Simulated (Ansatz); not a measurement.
Ansatz (an electronic-structure program) input (CCSD(T)/cc-pCVDZ): A basis named .json is the Basis Set Exchange file of that set (core-valence sets with the plain set on hydrogen).

Ansatz 0.2 input:
```yaml
crystal:
  periodic: [false, false, false]
  atoms:
    - {symbol: C, position_ang: [0.15843431, -0.00360145, 0.66878908]}
    - {symbol: Cl, position_ang: [-0.06875929, 1.47284799, -0.15074332]}
    - {symbol: Cl, position_ang: [-0.03583858, -1.47140540, -0.17439705]}
    - {symbol: H, position_ang: [0.82755792, -0.00291530, 1.51465181]}
basis:
  gaussian:
    orbitals: cc-pCVDZ.json
magnetization: {spin_polarized: true, initial_magnetization: 1}
correlation: {method: ccsd_t, frozen_orbitals: {C: 0, Cl: 1, H: 0}}
```

Output:

```
Functional definition: HF
integrals: 0.09 GiB planned
712 factors; integrals over basis functions are off by at most 1.1e-3 eV
mean field: 0.28 GiB planned
mean field evaluation 1: about -26051.0938 eV, gradient 1.2e1 eV
mean field evaluation 2: about -26051.1622 eV, gradient 1.2e1 eV
mean field evaluation 4: about -26052.2406 eV, gradient 2.4e0 eV
mean field evaluation 8: about -26052.3268 eV, gradient 4.2e-1 eV
mean field evaluation 16: about -26052.3314 eV, gradient 1.6e-6 eV
mean field -26052.33135831 eV, -957.4055185135 hartree, gradient 1.6e-6 eV, S^2 0.766368; 0 other end points of the search recorded, 0 dependent functions left out
2 core orbitals not correlated
reference -26052.33135831 eV, -957.4055185135 hartree; 19, 18 occupied and 56, 57 virtual orbitals, 712 factors
second order -22.74424133 eV of doubles, -0.00000000 eV of singles
coupled cluster: 0.47 GiB planned
cycle   1  -23.30410115 eV  change   -5.6e-1 eV  update   7.4e-2
cycle   2  -23.59827516 eV  change   -2.9e-1 eV  update   2.4e-2
cycle   3  -23.66754710 eV  change   -6.9e-2 eV  update   1.5e-2
cycle   4  -23.66081460 eV  change    6.7e-3 eV  update   5.9e-3
cycle   5  -23.66254342 eV  change   -1.7e-3 eV  update   2.1e-3
cycle   6  -23.66275327 eV  change   -2.1e-4 eV  update   5.9e-4
cycle   7  -23.66255737 eV  change    2.0e-4 eV  update   2.1e-4
cycle   8  -23.66254629 eV  change    1.1e-5 eV  update   1.0e-4
cycle   9  -23.66255529 eV  change   -9.0e-6 eV  update   3.9e-5
perturbative correction -0.35955940 eV, -0.0132135644 hartree
Total energy: -26076.35347301 eV, -958.2883149457 hartree
```
